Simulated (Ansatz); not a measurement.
# CH4Mg: the cost of one run

Method: PBE0-D4/def2-TZVP structures, single points in def2-TZVPP, no counterpoise correction; program: Ansatz 0.2.0, Gaussian basis.

Levels: SPW92, PBE-D4, BLYP-D4, r2SCAN-D4, B97M-V, PBE0-D4, B3LYP-D4, r2SCAN0-D4, BHLYP-D4, CAM-B3LYP-D4, wB97X-V, wB97M-V, B2PLYP, PBE-QIDH, RPA on PBE, Hartree-Fock, MP2, CCSD, CCSD(T).

Correlated methods freeze the cores. The outer core shell of Li, Na, Mg and K is correlated. B3LYP uses VWN-RPA correlation. B2PLYP carries no dispersion term here.

95 further runs of the same task are left out: 1 that didn't finish, 94 set aside as unsound or not needed.

## (1) The starting structure

The complex: 10 atoms, charge 0, spin multiplicity 1.

Atoms are counted from 1 here; the program's logs count them from 0.

Bond lengths: Mg1–N2 2.227 Å, Mg1–C3 2.107 Å, Mg1–H5 1.738 Å, N2–H4 1.015 Å, N2–H6 1.015 Å, N2–H7 1.015 Å, C3–H8 1.096 Å, C3–H9 1.098 Å, C3–H10 1.098 Å. Angles: N2–Mg1–C3 105.2°, N2–Mg1–H5 102.4°, C3–Mg1–H5 152.4°, Mg1–N2–H4 110.1°, Mg1–N2–H6 112.2°, Mg1–N2–H7 112.4°, H4–N2–H6 107.6°, H4–N2–H7 107.8°, H6–N2–H7 106.5°, Mg1–C3–H8 113.0°, Mg1–C3–H9 112.3°, Mg1–C3–H10 112.3°, H8–C3–H9 106.3°, H8–C3–H10 106.3°, H9–C3–H10 106.0°.

As a file:

```mol
CH7MgN
  3D, bonds by distance, orders not assigned

 10  9  0  0  0  0  0  0  0  0999 V2000
   -0.3617    0.7031    0.6843 Mg  0  0
    1.6867   -0.0064    0.1737 N   0  0
   -1.6522   -0.3863   -0.5749 C   0  0
    2.3788    0.5309    0.6854 H   0  0
   -0.0506    1.8785    1.9260 H   0  0
    1.8240   -0.9842    0.4079 H   0  0
    1.8925    0.0841   -0.8159 H   0  0
   -2.7087   -0.1385   -0.4241 H   0  0
   -1.4437   -0.2107   -1.6385 H   0  0
   -1.5653   -1.4703   -0.4240 H   0  0
  1  2  8  0
  1  3  8  0
  1  5  8  0
  2  4  8  0
  2  6  8  0
  2  7  8  0
  3  8  8  0
  3  9  8  0
  3 10  8  0
M  END
```

Its parts: CH4Mg holds atoms 1, 3, 5, 8, 9, 10; NH3 holds atoms 2, 4, 6, 7. Each part counts its atoms afresh in its own runs.

## (2) Relaxing CH4Mg alone

relax-a/in.yaml

```yaml
crystal:
  periodic: [false, false, false]
  atoms:
    - {symbol: Mg, position_ang: [-0.361725, 0.703106, 0.684288]}
    - {symbol: C, position_ang: [-1.652181, -0.386304, -0.574901]}
    - {symbol: H, position_ang: [-0.050603, 1.878538, 1.925998]}
    - {symbol: H, position_ang: [-2.708676, -0.138512, -0.424095]}
    - {symbol: H, position_ang: [-1.443666, -0.210726, -1.638524]}
    - {symbol: H, position_ang: [-1.565295, -1.470341, -0.424008]}
basis:
  gaussian: {orbitals: def2-TZVP}
hamiltonian: {xc: pbe0, dispersion: d4}
relax: {f_tol: 0.005, max_steps: 200}
```

Started as:

```sh
ansatz run in.yaml --threads 2 --pin off --events-out ev --progress --plain --max-ram 4352MiB
```

**Question.** How long does this run take on 2 threads of Intel Xeon Platinum 8375C at 2.90GHz, shared host?

About 6.5 s.
